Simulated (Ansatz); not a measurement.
Ansatz (an electronic-structure program) input:

Ansatz 0.2 input:
```yaml
crystal:
  periodic: [false, false, false]
  atoms:
    - {symbol: O, position_ang: [-0.00000000, -0.00000000, -0.11563587]}
    - {symbol: H, position_ang: [0.00000000, 0.00000000, 0.92508692]}
basis:
  gaussian:
    orbitals: def2-TZVPD
hamiltonian:
  xc: {name: PBE-QIDH}
total_charge: 1
magnetization: {spin_polarized: true, initial_magnetization: 2}
correlation: {electrons: outside_noble_gas}
```

**Question.** Which total energy does the run end on?

**Answer.** -75.20169 Eh (PBE-QIDH/def2-TZVPD). The basis has 49 functions.
